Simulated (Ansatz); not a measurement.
Geometry optimisation, Ansatz 0.2.0, RKS PBE-D4/6-31G*.

Input:

```yaml
crystal:
  periodic: [false, false, false]
  atoms:
    - { symbol: Al, position_ang: [0.035017, -0.417033, -0.474075] }
    - { symbol: Cl, position_ang: [0.010955, -0.067255, 2.933906] }
    - { symbol: H, position_ang: [1.44121, 0.202928, -0.898452] }
    - { symbol: H, position_ang: [-1.41651, 0.156631, -0.794789] }
    - { symbol: F, position_ang: [0.081988, -1.909536, 0.31611] }
    - { symbol: H, position_ang: [-0.00736, -1.261935, 2.3281] }
basis:
  gaussian: { orbitals: "6-31G*" }
hamiltonian:
  xc: pbe
  dispersion: d4
relax:
  f_tol: 0.03
  max_steps: 50
```

Run as:

```bash
$ ansatz run input.yaml --threads 1 --pin off --max-ram 2048MiB --backend cpu --events-out ev --progress --plain --runs-dir out
```

Problem. Where does it end, and by what steps?

Solution. The forces met the threshold. After 7 steps the energy has fallen by 0.151 eV; Cl2 moved furthest, 0.54 Å. Joined: Al1–Cl2 (3.43 → 2.60 Å).

| step | energy less start (eV) | largest force component (eV/Å) | accepted |
| --- | --- | --- | --- |
| 0 | 0.0000 | 0.813 | yes |
| 1 | -0.0557 | 0.385 | yes |
| 2 | -0.1028 | 0.355 | yes |
| 3 | -0.1340 | 0.371 | yes |
| 4 | -0.1470 | 0.167 | yes |
| 5 | -0.1485 | 0.119 | yes |
| 6 | -0.1500 | 0.089 | yes |
| 7 | -0.1514 | 0.014 | yes |

```xyz
6
Properties=species:S:1:pos:R:3
Al 0.014 -0.378 -0.167
Cl 0.031 0.012 2.403
H 1.431 0.187 -0.622
H -1.424 0.133 -0.627
F 0.044 -1.989 0.468
H 0.049 -1.261 1.956
```

Whether the end is a true minimum wasn't checked by a vibrational analysis.

Time of the run: 14 s on 1 thread of Arm Neoverse V1 (shared host), peak memory 0.12 GiB.
